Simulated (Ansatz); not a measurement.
# Trigonal Te

These are PBE+SOC (Ansatz, a program for electronic structure, plane waves, PAW) values and carry that method's errors.

Settings: plane-wave cutoff 520 eV, 12×12×6 k mesh (along the axes of the cell as run), Fermi–Dirac smearing 0.01 eV, PAW data made under PBE.

Cell (measured lattice):

Space group P3₁21 (No. 152); a = b = 4.4511 Å, c = 5.9262 Å, α = β = 90.00°, γ = 120.00°

```json
[
 {"atom": "Te", "site": "3a", "symmetry": ".2.", "x": "0.7264", "y": "0.7264", "z": "0.0000"}
]
```

```json
{
 "band_gap": "0.01 eV (under three smearing widths, so not firm)",
 "direct gap at Γ": "1.46 eV"
}
```

Measured, for comparison: band gap 0.33 eV (temperature not stated, not corrected to a static lattice, compiled measured gap; kind and temperature not stated; as tabulated in Kothakonda et al. (2022), arXiv:2208.02841). Computed (rounded) less measured: band gap -0.32 eV.

Note: cell and atoms aren't relaxed at this level (largest force component 0.06 eV/Å, pressure 1.3 GPa).

The computed numbers hold no vibrational or temperature effects.

The result took very roughly 9 core-minutes.
